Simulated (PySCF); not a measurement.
Molecule: SMILES Cn1cccn1, C4H6N2.

Structure with atom numbers: `[CH3:1][n:2]1[cH:3][cH:4][cH:5][n:6]1`. Each H is labelled by its parent atom.

Geometry PBE0-D3(BJ)/def2-SVP throughout; GIAO in PySCF 2.14.0 with density-fitted response routines, gas phase, one conformer, non-relativistic; equivalent atoms averaged; functional PBE0.

For orientation, def2-TZVP gives these shifts δ (against TMS, NH3 at the same level): C5 143.1, C4 109.2, C1 39.0, N6 341.6, N2 225.7, H(C5) 7.55, H(C3) 7.29, H(C4) 6.33, H(C1) 3.73 ppm.

A run gave: C5 146.6, C4 112.0, C1 39.9, N6 344.1, N2 226.3, H(C5) 7.54, H(C3) 7.26, H(C4) 6.31, H(C1) 3.78 ppm (shifts δ (against TMS, NH3 at the same level)).

Q: Which basis set was used in that run?
A. IGLO-III
B. STO-3G
C. 6-311+G(2d,p)
D. cc-pVDZ

A: A. C5 tells them apart best: IGLO-III gives 146.6, cc-pVDZ gives 136.1, 6-311+G(2d,p) gives 141.9, STO-3G gives 115.1 ppm.
